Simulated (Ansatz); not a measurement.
**Al₂+ (quartet): the correlation ladder, cc-pVTZ**

Aim: climb from Hartree-Fock through coupled cluster for Al₂+ (quartet) at one geometry and basis, and see what each rung misses.

Method: cc-pVTZ, core rule «outside noble gas», up to 10 orbitals frozen; program: Ansatz 0.2.0, Gaussian basis.

Plan: UHF; CCSD(T) on ROHF; CCSD(T) on UHF; BCCD(T) on ROHF; CISD; CCSDT(Q) on ROHF; CCSDT(Q) on UHF; Full CI; Full CI in the symmetry of the determinant.

8 further runs of the same task are left out: 2 for a known fault of the program, 2 that didn't finish, 4 set aside as unsound or not needed.

### 1 The system

The geometry is a PBE0/def2-TZVP stationary point (not a proven minimum) of the parent state, kept for this charge and spin.

2 atoms, charge 1, spin multiplicity 4.

Atoms are counted from 1 here; the program's logs count them from 0.

No contacts short enough for the rule that draws bonds.

### 2 UHF

in.yaml

```yaml
crystal:
  periodic: [false, false, false]
  atoms:
    - {symbol: Al, position_ang: [0.000000, 0.000000, 0.000000]}
    - {symbol: Al, position_ang: [0.000000, 0.000000, 3.237000]}
basis:
  gaussian: {orbitals: cc-pVTZ}
total_charge: 1
magnetization: {spin_polarized: true, initial_magnetization: 3}
hamiltonian: {xc: hf}
output: {orbitals: {seedname: orbitals}}
```

On the command line:

```bash
> ansatz run in.yaml --threads 1 --pin off --events-out ev --progress --plain --max-ram 2393MiB
```

The runs that follow: CCSD(T) on ROHF; CCSD(T) on UHF; BCCD(T) on ROHF; CISD; CCSDT(Q) on ROHF; CCSDT(Q) on UHF; Full CI; Full CI in the symmetry of the determinant.

Before running them: what should the planned runs give, taken together? Wanted: FCI below the RHF energy; RMP2 from FCI; UMP2 from FCI; RCCSD from FCI; RCCSD(T) from FCI; UCCSD(T) from FCI; RCCSDT(Q) from FCI; UCCSDT(Q) from FCI; T1 diagnostic.

The runs gave:

```
                         quantity                                 value
         FCI below the RHF energy                            -2.2107 eV
                    RMP2 from FCI                            +893.3 meV
                    UMP2 from FCI                            +872.7 meV
                   RCCSD from FCI                            +305.1 meV
                RCCSD(T) from FCI                             +81.7 meV
                UCCSD(T) from FCI                            +156.7 meV
               RCCSDT(Q) from FCI                              +2.5 meV
               UCCSDT(Q) from FCI                              +1.8 meV
levels within 1 kcal/mol (43 meV)  RCCSDT, UCCSDT, RCCSDT(Q), UCCSDT(Q)
                    T1 diagnostic                                 0.047
   effectively unpaired electrons                                  3.17
```

**Reading.** RCCSD(T) misses by +81.7 meV, 3.7 % of the correlation energy. CCSD(T) misses by +81.7 meV on the restricted determinant and by +156.7 meV on the unrestricted one; the two need not hold the same state or core. The occupations are near whole numbers, but T1 = 0.047 shows that the orbitals relax strongly. Coupled cluster took another determinant than the lowest Hartree-Fock one. These misses are within one basis, not against nature; the frozen cores of restricted and unrestricted runs differ, which can shift their rows.
